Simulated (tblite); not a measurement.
Compound: 2-cyclopropen-1-one, C3H2O.
Bonds: O1–C2 (double), C2–C3, C3–C4 (double), C2–C4. Hydrogens: H5 on C3; H6 on C4.

Computed with GFN2-xTB (tblite), gas phase: Langevin dynamics at 400 K from the optimised GFN2-xTB geometry, time step 0.5 fs, friction 0.01 fs⁻¹, 2000 steps. Over the second half of the run the saved frames average 355 K.

The optimised geometry, where the run starts:
```
atom  x, y, z in Å
O1      2.019   -0.274    0.064
C2      0.841   -0.114    0.024
C3     -0.500   -0.612   -0.032
C4     -0.319    0.724   -0.003
H5     -1.226   -1.394   -0.070
H6     -0.811    1.671   -0.005
```

t = 50 fs, T = 175 K, E(pot) 0.173 eV above the start
```
atom  x, y, z in Å  |  force x, y, z in eV/Å
O1      2.011   -0.283    0.060   -1.188   0.056   0.281
C2      0.812   -0.185    0.017    3.204   0.254  -0.512
C3     -0.462   -0.716   -0.123   -1.031  -0.016  -0.030
C4     -0.340    0.619   -0.203   -1.215   1.687   0.616
H5     -1.217   -1.428   -0.108   -0.628  -1.115  -0.014
H6     -0.963    1.533   -0.146    0.858  -0.866  -0.341
```

t = 100 fs, T = 260 K, E(pot) 0.194 eV above the start
```
atom  x, y, z in Å  |  force x, y, z in eV/Å
O1      1.873   -0.369    0.235   -2.317   0.239   0.175
C2      0.660   -0.301    0.140    1.122   0.551  -0.855
C3     -0.611   -0.877   -0.148    0.591   1.018  -0.079
C4     -0.568    0.491   -0.113    1.380  -2.286   1.003
H5     -1.122   -1.778   -0.374   -0.421  -0.053   0.049
H6     -1.137    1.362    0.015   -0.354   0.532  -0.293
```

t = 325 fs, T = 411 K, E(pot) 0.239 eV above the start
```
atom  x, y, z in Å  |  force x, y, z in eV/Å
O1      1.656   -1.307    0.898    0.438  -0.015   0.501
C2      0.614   -0.920    0.498   -1.981   1.473  -0.845
C3     -0.472   -0.985   -0.410   -1.084  -1.525  -1.231
C4     -0.553    0.051    0.402    1.905   0.915   2.147
H5     -1.119   -1.487   -1.122    0.471   0.069  -0.001
H6     -1.025    0.959    0.801    0.251  -0.917  -0.570
```

t = 350 fs, T = 542 K, E(pot) 0.196 eV above the start
```
atom  x, y, z in Å  |  force x, y, z in eV/Å
O1      1.631   -1.333    0.957   -1.857   0.552  -1.306
C2      0.588   -0.997    0.428    1.559   0.014   1.961
C3     -0.566   -1.179   -0.344   -1.211   0.666  -1.488
C4     -0.534   -0.046    0.393    1.069  -0.666   0.413
H5     -1.183   -1.486   -1.187    0.482  -0.496   0.554
H6     -0.997    0.854    0.727   -0.043  -0.070  -0.135
```

t = 450 fs, T = 291 K, E(pot) 0.274 eV above the start
```
atom  x, y, z in Å  |  force x, y, z in eV/Å
O1      1.641   -1.404    0.723    2.266  -0.326   0.988
C2      0.568   -1.180    0.338   -2.795   1.517  -0.547
C3     -0.579   -1.411   -0.419   -0.786  -1.942  -1.121
C4     -0.653   -0.296    0.271    0.592   2.768   1.227
H5     -1.141   -2.071   -1.026   -0.221  -0.264  -0.471
H6     -1.250    0.667    0.405    0.944  -1.754  -0.076
```

t = 575 fs, T = 425 K, E(pot) 0.163 eV above the start
```
atom  x, y, z in Å  |  force x, y, z in eV/Å
O1      1.412   -1.382    0.839   -1.080  -0.027  -0.173
C2      0.366   -1.214    0.267    2.720   0.230   1.251
C3     -0.633   -1.597   -0.614   -1.856  -1.397  -1.510
C4     -0.583   -0.292   -0.268    0.062  -0.575  -0.422
H5     -1.139   -2.364   -1.249    0.596   1.003   0.814
H6     -0.895    0.659   -0.571   -0.442   0.766   0.041
```

t = 625 fs, T = 388 K, E(pot) 0.210 eV above the start
```
atom  x, y, z in Å  |  force x, y, z in eV/Å
O1      1.329   -1.362    0.836   -0.010   0.364   0.147
C2      0.330   -1.125    0.230    1.188  -0.354   0.557
C3     -0.684   -1.583   -0.641    0.605   2.417   1.221
C4     -0.714   -0.272   -0.200   -0.758  -1.763  -0.888
H5     -1.013   -2.411   -1.129   -1.018  -1.343  -1.161
H6     -1.410    0.514   -0.291   -0.007   0.680   0.124
```

t = 725 fs, T = 363 K, E(pot) 0.155 eV above the start
```
atom  x, y, z in Å  |  force x, y, z in eV/Å
O1      1.663   -1.157    0.401    2.298  -0.334   1.243
C2      0.558   -1.195    0.035   -2.301   0.357  -2.161
C3     -0.448   -1.648   -0.925    0.592  -1.715  -0.054
C4     -0.689   -0.557   -0.205   -0.762   0.946   0.671
H5     -0.822   -2.420   -1.600    0.165   0.736   0.315
H6     -1.418    0.203   -0.014    0.007   0.010  -0.014
```

t = 850 fs
```
atom  x, y, z in Å
O1      1.684   -0.812   -0.060
C2      0.625   -1.335   -0.170
C3     -0.349   -2.229   -0.685
C4     -0.814   -1.226    0.052
H5     -0.627   -3.082   -1.296
H6     -1.659   -0.584    0.069
```

Question: Estimate the potential energy and the forces of this last frame.

Answer: 0.213 eV above the start.

```json
{"atom": "O1", "Fx (eV/Å)": "0.436", "Fy (eV/Å)": "-0.258", "Fz (eV/Å)": "0.058"}
{"atom": "C2", "Fx (eV/Å)": "-0.985", "Fy (eV/Å)": "0.337", "Fz (eV/Å)": "0.186"}
{"atom": "C3", "Fx (eV/Å)": "0.552", "Fy (eV/Å)": "-1.713", "Fz (eV/Å)": "-0.792"}
{"atom": "C4", "Fx (eV/Å)": "0.238", "Fy (eV/Å)": "1.318", "Fz (eV/Å)": "-0.402"}
{"atom": "H5", "Fx (eV/Å)": "0.168", "Fy (eV/Å)": "0.370", "Fz (eV/Å)": "0.277"}
{"atom": "H6", "Fx (eV/Å)": "-0.408", "Fy (eV/Å)": "-0.054", "Fz (eV/Å)": "0.672"}
```

The bond farthest from its length at the start is C2–C4 (1.461 against 1.431 Å), and half the difference of its two atoms' forces along it is -0.61 eV/Å (positive lengthens). The largest atomic force is 1.97 eV/Å.

What follows is the cost of the whole dynamics run. The run took 3.6 s of wall time on an Intel Xeon Platinum 8488C with one thread, shared host with 192 logical CPUs at a one-minute load of 58, and the process peaked at 0.18 GiB of memory.
